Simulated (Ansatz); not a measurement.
**CH4FNS: one species, many methods**

How much do the methods differ for CH4FNS? The plan is to run it at one geometry with functionals of several rungs and with coupled cluster. The yardstick is the atomisation energy at the CCSD(T) limit.

Method: functionals in def2-TZVPP, the program's frozen cores in correlated methods; program: Ansatz 0.2.0, Gaussian basis.

The runs, in order: LDA (SPW92), PBE-D4, revPBE-D4, BLYP-D4, r2SCAN-D4, B97M-V, PBE0-D4, B3LYP-D4, r2SCANh-D4, r2SCAN0-D4, HSE06-D4, BHLYP-D4, CAM-B3LYP-D4, LC-ωPBE, ωB97X-V, ωB97M-V, B2PLYP, PBE-QIDH; CCSD(T)/def2-SVP; CCSD(T)/def2-TZVPP; MP2/def2-QZVPP; extrapolation to the limit; RPA on PBE.

## 1. The geometry

All runs share one geometry, relaxed beforehand with PBE0-D4 in a triple-zeta def2 set.

SMILES `NC(F)S`, 8 atoms, charge 0, spin multiplicity 1.

Atoms are counted from 1 here; the program's logs count them from 0.

Bond lengths: N1–C2 1.406 Å, N1–H5 1.011 Å, N1–H6 1.008 Å, C2–F3 1.377 Å, C2–S4 1.827 Å, C2–H7 1.091 Å, S4–H8 1.343 Å. Angles: C2–N1–H5 113.9°, C2–N1–H6 113.4°, H5–N1–H6 111.4°, N1–C2–F3 110.2°, N1–C2–S4 111.6°, N1–C2–H7 109.8°, F3–C2–S4 108.3°, F3–C2–H7 107.1°, S4–C2–H7 109.7°, C2–S4–H8 96.8°.

Geometry (Å):

```xyz
8

N     0.0238    1.1415   -0.5111
C     0.3445   -0.0510    0.1614
F     1.4407   -0.6451   -0.4229
S    -1.0416   -1.2401    0.1222
H    -0.5310    1.0050   -1.3446
H    -0.3810    1.8426    0.0886
H     0.6123    0.1683    1.1960
H    -0.3754   -2.2782    0.6547
```

## 2. LDA

This LDA is Slater exchange with PW92 correlation.

File in.yaml:

```yaml
crystal:
  periodic: [false, false, false]
  atoms:
    - {symbol: N, position_ang: [0.023816, 1.141458, -0.511124]}
    - {symbol: C, position_ang: [0.344473, -0.050985, 0.161409]}
    - {symbol: F, position_ang: [1.440742, -0.645136, -0.422936]}
    - {symbol: S, position_ang: [-1.041591, -1.240130, 0.122248]}
    - {symbol: H, position_ang: [-0.531046, 1.005001, -1.344635]}
    - {symbol: H, position_ang: [-0.380970, 1.842592, 0.088564]}
    - {symbol: H, position_ang: [0.612276, 0.168319, 1.196016]}
    - {symbol: H, position_ang: [-0.375400, -2.278219, 0.654657]}
basis:
  gaussian: {orbitals: def2-TZVPP}
hamiltonian: {xc: lda}
output: {orbitals: {seedname: orbitals}}
```

Launch:

```
$ ansatz run in.yaml --threads 2 --pin off --events-out ev --progress --plain --max-ram 4352MiB
```

The runs that follow: PBE-D4 (GGA); revPBE-D4 (GGA); BLYP-D4 (GGA); r2SCAN-D4 (meta-GGA); B97M-V (meta-GGA); B3LYP-D4 (hybrid); r2SCANh-D4 (hybrid); r2SCAN0-D4 (hybrid); HSE06-D4 (hybrid); BHLYP-D4 (hybrid); CAM-B3LYP-D4 (range-separated); LC-ωPBE (range-separated); ωB97X-V (range-separated); ωB97M-V (range-separated); B2PLYP (double hybrid); PBE-QIDH (double hybrid); CCSD(T) in def2-SVP; CCSD(T) in def2-TZVPP; MP2 in def2-QZVPP; RPA on PBE orbitals.

Before running them: what should the planned runs give, taken together? Wanted: atomisation energy, CCSD(T)/CBS; farthest beyond LDA; mean size of error, GGA; mean size of error, meta-GGA; mean size of error, hybrid; mean size of error, range-separated; mean size of error, double hybrid; gap, smallest and largest; T1 diagnostic.

As calculated:

| quantity | value |
| --- | --- |
| atomisation energy, CCSD(T)/CBS | 2739.2 kJ/mol |
| functionals within 13.7 kJ/mol (0.5 %) | revPBE-D4, r2SCAN-D4, B97M-V, PBE0-D4, B3LYP-D4, LC-ωPBE |
| farthest beyond LDA | BHLYP-D4 (-116.5 kJ/mol) |
| mean size of error, GGA | 43.1 kJ/mol |
| mean size of error, meta-GGA | 4.7 kJ/mol |
| mean size of error, hybrid | 38.8 kJ/mol |
| mean size of error, range-separated | 16.5 kJ/mol |
| mean size of error, double hybrid | 32.8 kJ/mol |
| gap, smallest and largest | 5.14 eV (BLYP-D4), 12.57 eV (LC-ωPBE) |
| T1 diagnostic | 0.0115 |
| triples share of the correlation energy | 3.7 % |

In words: LDA overbinds by 505.3 kJ/mol (18 %). PBE-D4 misses by +96.8 kJ/mol. Double hybrids carry the basis error of their MP2 part in triple zeta, and no dispersion term here, so their miss is partly the set-up's. By mean error the best rung here is meta-GGA (4.7 kJ/mol) and the worst beyond LDA is GGA (43.1 kJ/mol). Misses under about 13.7 kJ/mol are within the doubt on the reference itself, which lacks core-valence correlation, relativity and higher excitations. Hartree-Fock recovers 66 % of the binding; the rest is correlation. CCSD(T) in def2-SVP is off by -200.6 kJ/mol, worse than the median functional, from the basis alone. Orbital gaps span 5.1 to 12.6 eV; exact exchange widens them.
